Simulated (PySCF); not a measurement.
# C₃H₅F₃: NMR shifts at several levels of theory, part 2 of 2

PySCF 2.14.0. Atoms count from 0.

## Step 6: NMR shieldings: BLYP/pcSseg-2

The job: settings as JSON, then the geometry in Å.

```
{"job": {"kind": "nmr", "xc": "BLYP", "basis": "pcSseg-2", "pop": false}, "charge": 0, "multiplicity": 1}
C     -1.244701     0.192363     0.532704
C     -0.062591    -0.595289    -0.002980
C      1.203261     0.216186    -0.075293
F      1.059113     1.292799    -0.857896
F      2.216334    -0.503244    -0.569322
F      1.577569     0.655268     1.132873
H     -1.036993     0.577950     1.541444
H     -1.474852     1.048793    -0.117418
H     -2.138918    -0.443496     0.589700
H      0.158838    -1.468615     0.629413
H     -0.257058    -0.972718    -1.018305
```

Method: GIAO BLYP/pcSseg-2 NMR shielding, non-relativistic, gas phase.

What it wrote:

```text
coarse grid: 9616 points
cycle   1  E = -416.8113396657  dE =  6.893e-01  |g| = 1.013e+00  |ddm| = 2.101e+00
cycle   2  E = -416.4233822070  dE =  3.880e-01  |g| = 1.888e+00  |ddm| = 1.274e+00
cycle   3  E = -416.9759541675  dE = -5.526e-01  |g| = 1.264e-01  |ddm| = 8.432e-01
cycle   4  E = -416.9783442340  dE = -2.390e-03  |g| = 7.338e-02  |ddm| = 1.229e-01
cycle   5  E = -416.9795352480  dE = -1.191e-03  |g| = 1.067e-02  |ddm| = 4.753e-02
cycle   6  E = -416.9795570774  dE = -2.183e-05  |g| = 3.514e-03  |ddm| = 9.080e-03
cycle   7  E = -416.9795590454  dE = -1.968e-06  |g| = 8.643e-04  |ddm| = 2.652e-03
final grid: 95296 points
cycle   8  E = -416.9766672056  dE = -1.296e-04  |g| = 1.134e-02  |ddm| = 4.918e-02
cycle   9  E = -416.9766142666  dE =  5.294e-05  |g| = 2.080e-02  |ddm| = 1.496e-02
cycle  10  E = -416.9766900969  dE = -7.583e-05  |g| = 1.228e-03  |ddm| = 9.970e-03
cycle  11  E = -416.9766902859  dE = -1.890e-07  |g| = 5.791e-04  |ddm| = 8.970e-04
cycle  12  E = -416.9766903516  dE = -6.572e-08  |g| = 1.062e-04  |ddm| = 3.494e-04
cycle  13  E = -416.9766903524  dE = -8.100e-10  |g| = 7.080e-05  |ddm| = 7.443e-05
cycle  14  E = -416.9766903532  dE = -8.116e-10  |g| = 6.174e-06  |ddm| = 3.835e-05
converged SCF energy = -416.9766903532

GIAO shielding tensors (ppm)
atom      isotropic    diamagn.    paramagn.     s11        s22        s33       span
  0 C      165.843     239.839     -73.995    157.492    161.624    178.413     20.921
  1 C      141.006     243.298    -102.292    126.054    136.919    160.046     33.992
  2 C       31.546     237.778    -206.232     28.455     31.396     34.788      6.334
  3 F      245.812     471.595    -225.783    152.407    255.616    329.414    177.007
  4 F      233.308     468.848    -235.541    142.859    229.410    327.654    184.795
  5 F      245.441     470.653    -225.211    151.916    253.970    330.439    178.523
  6 H       30.189      29.704       0.485     26.037     29.114     35.415      9.378
  7 H       30.186      29.864       0.322     26.051     29.025     35.483      9.432
  8 H       30.363      29.152       1.210     26.298     27.907     36.883     10.585
  9 H       29.399      30.567      -1.169     25.465     29.063     33.668      8.203
 10 H       29.399      30.840      -1.442     25.461     29.065     33.670      8.208
```

Run time: 54 s. Hardware: 1 thread, shared host.

This run: δ C2 143.5, C1 34.0, C0 9.2, F3 -98.4, H9 1.98, H6 1.13 ppm (means over like atoms).

## Step 7: Nuclear shieldings: BP86/pcSseg-2

Settings changed since step 6:

```diff
@@ -1,2 +1,2 @@
-{"job": {"kind": "nmr", "xc": "BLYP", "basis": "pcSseg-2", "pop": false}, "charge": 0, "multiplicity": 1}
+{"job": {"kind": "nmr", "xc": "BP86", "basis": "pcSseg-2", "pop": false}, "charge": 0, "multiplicity": 1}
 C     -1.244701     0.192363     0.532704
```

Method: GIAO BP86/pcSseg-2 NMR shielding, non-relativistic, gas phase.

What it wrote:

```text
coarse grid: 9616 points
cycle   1  E = -416.9068060927  dE =  6.877e-01  |g| = 9.564e-01  |ddm| = 2.128e+00
cycle   2  E = -416.5802732146  dE =  3.265e-01  |g| = 1.750e+00  |ddm| = 1.142e+00
cycle   3  E = -417.0545275994  dE = -4.743e-01  |g| = 1.192e-01  |ddm| = 7.451e-01
cycle   4  E = -417.0568862627  dE = -2.359e-03  |g| = 6.312e-02  |ddm| = 1.110e-01
cycle   5  E = -417.0577475951  dE = -8.613e-04  |g| = 1.008e-02  |ddm| = 3.951e-02
cycle   6  E = -417.0577674957  dE = -1.990e-05  |g| = 3.174e-03  |ddm| = 8.072e-03
cycle   7  E = -417.0577690520  dE = -1.556e-06  |g| = 7.802e-04  |ddm| = 2.190e-03
final grid: 95296 points
cycle   8  E = -417.0532854827  dE = -1.497e-04  |g| = 5.835e-03  |ddm| = 5.056e-02
cycle   9  E = -417.0532734240  dE =  1.206e-05  |g| = 9.221e-03  |ddm| = 8.548e-03
cycle  10  E = -417.0532926839  dE = -1.926e-05  |g| = 1.152e-03  |ddm| = 5.602e-03
cycle  11  E = -417.0532928576  dE = -1.737e-07  |g| = 5.261e-04  |ddm| = 8.157e-04
cycle  12  E = -417.0532929462  dE = -8.863e-08  |g| = 9.345e-05  |ddm| = 2.793e-04
cycle  13  E = -417.0532929475  dE = -1.235e-09  |g| = 4.112e-05  |ddm| = 6.856e-05
cycle  14  E = -417.0532929477  dE = -2.144e-10  |g| = 1.036e-05  |ddm| = 2.204e-05
converged SCF energy = -417.0532929477

GIAO shielding tensors (ppm)
atom      isotropic    diamagn.    paramagn.     s11        s22        s33       span
  0 C      170.501     242.398     -71.897    162.693    166.501    182.308     19.615
  1 C      146.346     245.638     -99.293    131.661    142.145    165.231     33.569
  2 C       36.787     240.074    -203.288     33.905     36.718     39.737      5.832
  3 F      246.606     470.221    -223.615    155.363    257.276    327.178    171.816
  4 F      235.251     467.541    -232.290    146.797    233.307    325.649    178.852
  5 F      246.281     469.327    -223.045    154.952    255.705    328.187    173.235
  6 H       30.104      29.707       0.397     25.807     28.940     35.565      9.758
  7 H       30.101      29.921       0.180     25.821     28.850     35.633      9.813
  8 H       30.275      28.971       1.304     26.065     27.716     37.044     10.979
  9 H       29.286      30.502      -1.216     25.226     28.835     33.797      8.571
 10 H       29.287      30.836      -1.549     25.222     28.837     33.801      8.579
```

Run time: 58 s. Hardware: 1 thread, shared host.

Key values: δ C2 142.4, C1 32.8, C0 8.7, F3 -98.8, H9 1.95, H6 1.07 ppm (means over like atoms).

## Step 8: NMR shieldings: OPBE/pcSseg-2

Settings changed since step 7:

```diff
@@ -1,2 +1,2 @@
-{"job": {"kind": "nmr", "xc": "BP86", "basis": "pcSseg-2", "pop": false}, "charge": 0, "multiplicity": 1}
+{"job": {"kind": "nmr", "xc": "OPBE", "basis": "pcSseg-2", "pop": false}, "charge": 0, "multiplicity": 1}
 C     -1.244701     0.192363     0.532704
```

Level: GIAO OPBE/pcSseg-2 NMR shielding, non-relativistic, gas phase.

What it wrote:

```text
coarse grid: 9616 points
cycle   1  E = -416.7079689056  dE =  6.745e-01  |g| = 9.365e-01  |ddm| = 2.136e+00
cycle   2  E = -416.4247698583  dE =  2.832e-01  |g| = 1.650e+00  |ddm| = 1.180e+00
cycle   3  E = -416.8495210799  dE = -4.248e-01  |g| = 1.083e-01  |ddm| = 7.450e-01
cycle   4  E = -416.8515589516  dE = -2.038e-03  |g| = 5.814e-02  |ddm| = 1.174e-01
cycle   5  E = -416.8523108740  dE = -7.519e-04  |g| = 1.010e-02  |ddm| = 3.914e-02
cycle   6  E = -416.8523306277  dE = -1.975e-05  |g| = 3.039e-03  |ddm| = 8.997e-03
cycle   7  E = -416.8523321538  dE = -1.526e-06  |g| = 8.421e-04  |ddm| = 2.447e-03
final grid: 95296 points
cycle   8  E = -416.8447642291  dE = -3.300e-04  |g| = 1.938e-02  |ddm| = 8.204e-02
cycle   9  E = -416.8447137966  dE =  5.043e-05  |g| = 2.613e-02  |ddm| = 2.556e-02
cycle  10  E = -416.8448170281  dE = -1.032e-04  |g| = 3.306e-03  |ddm| = 1.517e-02
cycle  11  E = -416.8448188796  dE = -1.851e-06  |g| = 7.821e-04  |ddm| = 2.208e-03
cycle  12  E = -416.8448189945  dE = -1.149e-07  |g| = 2.229e-04  |ddm| = 6.718e-04
cycle  13  E = -416.8448190023  dE = -7.838e-09  |g| = 7.901e-05  |ddm| = 1.533e-04
cycle  14  E = -416.8448190032  dE = -9.088e-10  |g| = 2.667e-05  |ddm| = 5.409e-05
converged SCF energy = -416.8448190032

GIAO shielding tensors (ppm)
atom      isotropic    diamagn.    paramagn.     s11        s22        s33       span
  0 C      175.148     245.787     -70.640    167.744    170.986    186.713     18.969
  1 C      153.316     249.211     -95.895    139.576    149.854    170.517     30.941
  2 C       47.306     241.402    -194.096     45.047     47.468     49.403      4.356
  3 F      254.829     471.493    -216.664    166.457    264.978    333.052    166.595
  4 F      243.471     467.921    -224.450    157.833    241.468    331.111    173.278
  5 F      254.521     470.293    -215.772    166.105    263.529    333.929    167.823
  6 H       30.103      30.010       0.093     25.670     28.867     35.772     10.101
  7 H       30.102      30.417      -0.315     25.688     28.777     35.842     10.155
  8 H       30.274      28.521       1.753     25.942     27.600     37.278     11.336
  9 H       29.285      30.661      -1.376     25.107     28.653     34.093      8.985
 10 H       29.285      31.269      -1.984     25.104     28.656     34.096      8.992
```

Run time: 52 s. Hardware: 1 thread, shared host.

Key values: δ C2 137.1, C1 31.1, C0 9.3, F3 -95.8, H9 1.91, H6 1.04 ppm (means over like atoms).

## Step 9: Run by run: NMR shifts

Shifts (ppm), means over like atoms, with basis size and wall time (the measured row can stand on another reference than the computed rows):

| run | C2 | C1 | C0 | H9 | H6 | F3 | functions | time |
| --- | --- | --- | --- | --- | --- | --- | --- | --- |
| HF/pcSseg-2 | 118.8 | 29.1 | 8.7 | 1.82 | 1.20 | -53.7 | 286 | 20 s |
| LDA/pcSseg-2 | 146.8 | 32.7 | 6.2 | 2.00 | 1.04 | -98.3 | 286 | 44 s |
| PBE/pcSseg-2 | 142.6 | 32.7 | 8.5 | 1.95 | 1.07 | -98.8 | 286 | 52 s |
| BLYP/pcSseg-2 | 143.5 | 34.0 | 9.2 | 1.98 | 1.13 | -98.4 | 286 | 54 s |
| BP86/pcSseg-2 | 142.4 | 32.8 | 8.7 | 1.95 | 1.07 | -98.8 | 286 | 58 s |
| OPBE/pcSseg-2 | 137.1 | 31.1 | 9.3 | 1.91 | 1.04 | -95.8 | 286 | 52 s |
| measured | – | – | – | – | – | -70.0 | – | – |

Measured: Wikipedia, Fluorine-19 nuclear magnetic resonance spectroscopy.

## Step 10: Outcome

This closing draws on all 2 parts.

| quantity | value |
| --- | --- |
| point group | Cs |
| rotational constants (main isotopes) | 5.26, 2.77, 2.75 GHz |
| ¹³C shifts against TMS (HF/pcSseg-2) | 118.8, 29.1, 8.7 ppm |
| ¹H shifts against TMS (HF/pcSseg-2, means over atoms taken as alike) | 1.82, 1.20 ppm |
| ¹⁹F shifts against CFCl3 (HF/pcSseg-2, means over atoms taken as alike) | -53.7 ppm |
| measured, and computed on the same scale | F3 δ -70.0, -53.7 ppm |
| range of the shift of F3 | -98.8 to -53.7 ppm |

**Reading.** Single values in the summary come from the first run of each kind that ended normally (HF/pcSseg-2), which need not be the best level. The optimisation took 6 steps and gained 0.033 eV; among the close pairs (by a distance rule), C2–F4 changed most, from 1.351 to 1.337 Å. At HF/pcSseg-2: The largest span, 170 ppm, is at F3, F4, F5, where the paramagnetic term is -169 ppm. The one measured ¹⁹F shift is missed by +16.3 ppm (computed less measured, unscaled). Vibration, temperature and solvent are missing from the calculation, and it holds one conformer, so part of the miss against the measured shifts is not the functional's. In ppm, F3 (with its like atoms) moves most: its shift spreads over 45.1 ppm, from -98.8 (PBE/pcSseg-2) to -53.7 (HF/pcSseg-2). For the one measured ¹⁹F shift, HF/pcSseg-2 misses least (16.3 ppm, 20 s) and PBE/pcSseg-2 most (28.8 ppm, 52 s). One molecule ranks no method: errors cancel, and vibration and temperature are missing from all runs.
